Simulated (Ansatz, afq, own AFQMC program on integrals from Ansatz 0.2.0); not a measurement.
# N₂H₃, doublet in cc-pVDZ, levels against AFQMC with the constraint released

| atom | x (Å) | y (Å) | z (Å) |
| --- | --- | --- | --- |
| N | -0.0548 | -0.0429 | 0.5455 |
| N | 0.0283 | 0.1120 | -0.6193 |
| H | 0.2188 | -0.9175 | 0.9739 |
| H | 0.1720 | 0.7777 | 1.0842 |
| H | -0.0222 | -0.8203 | -1.0330 |

Connectivity, by distances: NH2–NH.

Basis cc-pVDZ. Only valence electrons are correlated. Integrals, coupled cluster, full CI and functionals: Ansatz 0.2.0; the random walks run on the same integrals in our own AFQMC program. ph-AFQMC/CISD is guided by a CISD state made of CCSD amplitudes; releasing the constraint for a short imaginary time cuts its bias at the price of noise, slowly where states lie close. ± is one standard error of the sampling.

Determinant: UHF, the one that the program's search chose, which needn't be the lowest solution. The geometry is a point of a scan.

No full CI on the walks' own integrals is used here. The released AFQMC energy serves as the reference, which it does only where one determinant dominates, the energy is flat over the last release times and near the phaseless one (40 meV or 2 meV an electron, half that with transition metals). On small molecules, where full CI could be run and the noise was under 10 meV, such values lay within 10 meV of it in 19 cases of 20, a flattering rate, since the rule was set on those same cases; what remains of the bias isn't in the error bar.

Cautions: the released value is read at 2.40 1/Eh with a noise of 21 meV, more than in the cases checked (meV from the phaseless value at times in 1/Eh: -5 ± 13 at 0.24, -28 ± 13 at 0.51, -24 ± 14 at 0.99, 3 ± 18 at 1.62, -20 ± 21 at 2.40).

```
T1 diagnostic                               : 0.0131
weight of the determinant in the CISD state : 0.899
⟨S²⟩ of the determinant                     : 0.761
size of the correlated space                : 13 electrons in 41 orbitals
```

Reference: AFQMC with the constraint released, correlation energy -9.466 ± 0.021 eV.

```
        level  E − E(reference) (kJ/mol)  share of correlation (%)
           HF                913.4 ± 2.0                      0.00
          MP2                 86.6 ± 2.0                     90.52
         CCSD                 23.7 ± 2.0                     97.40
      CCSD(T)                  3.5 ± 2.0                     99.62
  ph-AFQMC/HF                 -4.5 ± 8.3                    100.49
ph-AFQMC/CISD                  2.0 ± 2.3                     99.79
```

Released energies are given only where the last usable release times agree within the noise; a slower fall can still hide under it.
